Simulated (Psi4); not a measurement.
Psi4 input (wB97X-D/6-31G*):

```
memory 1500 MB

molecule {
0 2
C    -0.00006527    1.39141257   -0.00447394
C     1.22077397    0.76913671   -0.00304165
C     1.20886106   -0.62966963    0.00146165
C     0.00006185   -1.31836914    0.00423908
C    -1.20880197   -0.62977943    0.00258798
C    -1.22084613    0.76902582   -0.00190415
H     2.15354861    1.31848741   -0.00524246
H     2.14579117   -1.17328202    0.00277323
H     0.00011262   -2.40056166    0.00771875
H    -2.14568108   -1.17347691    0.00477252
H    -2.15367231    1.31829180   -0.00323583
symmetry c1
no_reorient
no_com
}

set {
  basis 6-31G*
  reference uks
  scf_type pk
  dft_radial_points 99
  dft_spherical_points 590
  e_convergence 1e-8
  d_convergence 1e-7
  maxiter 150
}

e = energy('wb97x-d')
print_out(f'\nFINAL {e:.10f} DIPOLE {variable("CURRENT DIPOLE")[0]:.6f} {variable("CURRENT DIPOLE")[1]:.6f} {variable("CURRENT DIPOLE")[2]:.6f}\n')
```

Q: What final total energy does it give?

A: -231.47480 Eh.
